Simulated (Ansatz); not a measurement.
# Si2H4O (SMILES O[SiH]=[SiH2]): single points off equilibrium

An exercise on one series of results from a longer session: the logs are not shown, and one member is left open.

Program: Ansatz 0.2.0, Gaussian basis. Level of theory: single points in def2-TZVPP. These are calculated values, not measurements.

Correlated methods freeze the cores.

1 further run of the same task is left out (it didn't finish).

### The starting structure

SMILES `O[SiH]=[SiH2]`, 7 atoms, charge 0, spin multiplicity 1.

Atoms are counted from 1 here; the program's logs count them from 0.

Bond lengths: O1–Si2 1.665 Å, O1–H4 0.943 Å, Si2–Si3 2.235 Å, Si2–H5 1.612 Å, Si3–H6 1.556 Å, Si3–H7 1.444 Å. Angles: Si2–O1–H4 120.7°, O1–Si2–Si3 116.7°, O1–Si2–H5 105.6°, Si3–Si2–H5 109.5°, Si2–Si3–H6 108.3°, Si2–Si3–H7 120.8°, H6–Si3–H7 100.8°.

Geometry (Å):

```xyz
7
charge 0, multiplicity 1
O    -1.4638   -0.9852   -0.7301
Si   -0.4472    0.3256   -0.5862
Si    1.2694    0.1147    0.8287
H    -2.3737   -0.9179   -0.4905
H    -1.3841    1.5504   -0.1177
H     2.2752    1.2697    0.5539
H     2.1464   -1.0300    0.7611
```

The first run:

The input, run/in.yaml:

```yaml
crystal:
  periodic: [false, false, false]
  atoms:
    - {symbol: O, position_ang: [-1.463833, -0.985232, -0.730070]}
    - {symbol: Si, position_ang: [-0.447180, 0.325579, -0.586197]}
    - {symbol: Si, position_ang: [1.269423, 0.114722, 0.828682]}
    - {symbol: H, position_ang: [-2.373665, -0.917926, -0.490467]}
    - {symbol: H, position_ang: [-1.384104, 1.550359, -0.117748]}
    - {symbol: H, position_ang: [2.275235, 1.269706, 0.553851]}
    - {symbol: H, position_ang: [2.146363, -1.030010, 0.761148]}
basis:
  gaussian: {orbitals: def2-TZVPP}
hamiltonian: {xc: pbe, dispersion: d4}
output: {forces: true}
```

Started as:

```sh
> ansatz run in.yaml --threads 2 --pin off --events-out ev --progress --plain --max-ram 3481MiB
```

Among the steps run: PBE-D4/def2-TZVPP; r2SCAN-D4/def2-TZVPP; PBE0-D4/def2-TZVPP; wB97M-V/def2-TZVPP; CCSD(T)/def2-TZVPP.

One table of the session follows, with a row left open; its other results are not shown here.

```
   method  RMS force component (eV/Å)  angle to CCSD(T) forces (°)  dipole (D)
   PBE-D4                       0.777                         16.9        1.55
r2SCAN-D4                       0.780                          7.5        1.56
  PBE0-D4                       0.775                          8.6        1.52
  wB97M-V                           ?                            ?           ?
  CCSD(T)                       0.801                    reference        1.45
```

**Question.** Estimate the row for wB97M-V.

**Answer.** RMS force component (eV/Å): 0.784; angle to CCSD(T) forces (°): 7.9; dipole (D): 1.56. In the column «RMS force component (eV/Å)» it lies between r2SCAN-D4 (0.780) and CCSD(T) (0.801).

Limits of these values: The reference is not at the basis limit: in triple zeta CCSD(T) underbinds, which counts against methods that bind more; the gaps are no ranking.
